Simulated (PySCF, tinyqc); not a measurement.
Inside a calculation. Method: harmonic frequencies on the LDA (VWN5)/sto-6g surface (energies and gradients from PySCF), for CH+, spin multiplicity 1. The lowest restricted solution is unstable here: a spin-polarised one lies 0.0007 hartree lower (PySCF). One step of it, computed by the program tinyqc.

Task: Normal modes. Diagonalise H_ij / sqrt(m_i m_j); the 5 smallest eigenvalues belong to translations and rotations; wavenumber = sqrt(eigenvalue / 1822.888) x 219474.63; each mode has its largest component positive (the first on a tie); zero-point energy = sum of wavenumbers / 2, with 349.755 1/cm per kcal/mol.

Hessian (symmetrised) (hartree/bohr^2):
```
             1Cx          1Cy          1Cz          2Hx          2Hy          2Hz
1Cx  -0.00001004   0.00000000   0.00000000   0.00001145   0.00000000   0.00000000
1Cy   0.00000000  -0.00001004   0.00000000   0.00000000   0.00001145   0.00000000
1Cz   0.00000000   0.00000000   0.25721003   0.00000000   0.00000000  -0.25720944
2Hx   0.00001145   0.00000000   0.00000000  -0.00001287   0.00000000   0.00000000
2Hy   0.00000000   0.00001145   0.00000000   0.00000000  -0.00001287   0.00000000
2Hz   0.00000000   0.00000000  -0.25720944   0.00000000   0.00000000   0.25720885
```

masses (u): 1C 12.000000, 2H 1.007825

Give: eigenvalues of the mass-weighted Hessian; harmonic wavenumbers of the vibrations; mass-weighted modes; zero-point energy.

Result:

eigenvalues of the mass-weighted Hessian (hartree/(bohr^2 u)): 0.0000  0.0000  0.0000  0.0000  0.0000  0.2766

harmonic wavenumbers of the vibrations (1/cm): 2703.7

mass-weighted modes:
```
      mode 1
1Cx   0.0000
1Cy   0.0000
1Cz  -0.2783
2Hx   0.0000
2Hy   0.0000
2Hz   0.9605
```

zero-point energy = 3.8652 kcal/mol
